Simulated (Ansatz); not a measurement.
Reaction: CH2O2 (SMILES O=CO) → CH2O2+ (parent SMILES O=CO, doublet) + e-
Each species at its own B3LYP-D3(BJ)/def2-TZVP minimum (Ansatz, a first-principles code), one conformer.

Total energies in hartree (Ansatz). Open shells are spin-unrestricted; no spin-orbit coupling. Cores are frozen in correlated methods. No relativity. The spin of CH2O2+ (parent SMILES O=CO, doublet) was assumed, and the state is the lowest solution found for it.

```tsv
species	HF/cc-pVTZ	CCSD(T)/cc-pVTZ	HF/cc-pVQZ	CCSD(T)/cc-pVQZ	CCSD(T)/cc-pVDZ	CCSDT(Q)/cc-pVDZ
1: CH2O2 (SMILES O=CO)	-188.84121	-189.50180	-188.85603	-189.56158	-189.30834	-189.31046
2: CH2O2+ (parent SMILES O=CO, doublet)	-188.48985	-189.09255	-188.50370	-189.14673	-188.91421	-188.91651
```

Problem. Work out the adiabatic ionisation energy (electronic) in eV: take Hartree-Fock from cc-pVQZ, extrapolate the CCSD(T) correlation energy as X^-3 (X = 3, 4), and add CCSDT(Q) - CCSD(T) in cc-pVDZ. 1 hartree = 27.211 eV.

Solution. 
Species 1: correlation (64·(-0.70555) - 27·(-0.66059))/37 = -0.73836; step -0.00212; E1 = -188.85603 + (-0.73836) + (-0.00212) = -189.59651
Species 2: correlation (64·(-0.64303) - 27·(-0.60270))/37 = -0.67246; step -0.00230; E2 = -188.50370 + (-0.67246) + (-0.00230) = -189.17846
-1·E1 +1·E2 = 0.41805 hartree = 11.38 eV.
